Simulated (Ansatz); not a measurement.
# CH₄OS, SMILES OCS: a ladder of methods at one geometry

Computed with the Ansatz DFT code, driven from Python.

The cells in order, each with its output:

In [1]:
```python
import ansatz as az
```

In [2]:
```python
molecule = (
    az.Crystal.molecule()
    .atom('O', (-0.7616, -0.8237, -0.3544))
    .atom('C', (-0.0428, 0.3781, -0.1149))
    .atom('S', (1.6323, -0.0602, 0.2366))
    .atom('H', (-1.616, -0.4625, -0.6457))
    .atom('H', (-0.0656, 1.026, -1.0089))
    .atom('H', (-0.4693, 0.9252, 0.7399))
    .atom('H', (1.3842, -1.0509, 1.1017))
)
```

In [3]:
```python
calculation = (
    molecule.calculation()
    .basis(gaussian='def2-SVP')
    .scf(lower_state_search='off')
)
```

In [4]:
```python
methods = ['mp2', 'ccsd', 'ccsd_t']
batch = az.Session.batch([calculation.correlation(m).input() for m in methods])
reports = sorted(batch.plan().execute().molecular_reports, key=lambda each: each['member'])
print(f'Hartree-Fock reference {reports[0]["reference_energy_ev"] / 27.211386246:.6f} Ha')
best = reports[-1]['free_energy_ev'] - reports[-1]['reference_energy_ev']
for method, each in zip(methods, reports):
    gained = each['free_energy_ev'] - each['reference_energy_ev']
    print(f'{method:8s} total {each["free_energy_ev"] / 27.211386246:.6f} Ha  correlation {gained:9.4f} eV  ({100 * gained / best:.1f} % of the last)')
```
```text
Hartree-Fock reference -512.349345 Ha
mp2      total -512.813746 Ha  correlation  -12.6370 eV  (90.6 % of the last)
ccsd     total -512.849212 Ha  correlation  -13.6021 eV  (97.6 % of the last)
ccsd_t   total -512.861747 Ha  correlation  -13.9432 eV  (100.0 % of the last)
```

Reading the output:
- The settings weren't tested for convergence.
- The geometry is a force-field or estimated start, not a minimum of this method, and the basis set is short of its limit. A lower total doesn't mark the better method: functionals have no common bound, and MP2 and coupled cluster aren't variational.
- Inner cores stay frozen, so this is valence correlation.

(Lines on the test bed's own set-up are left out of the output.)
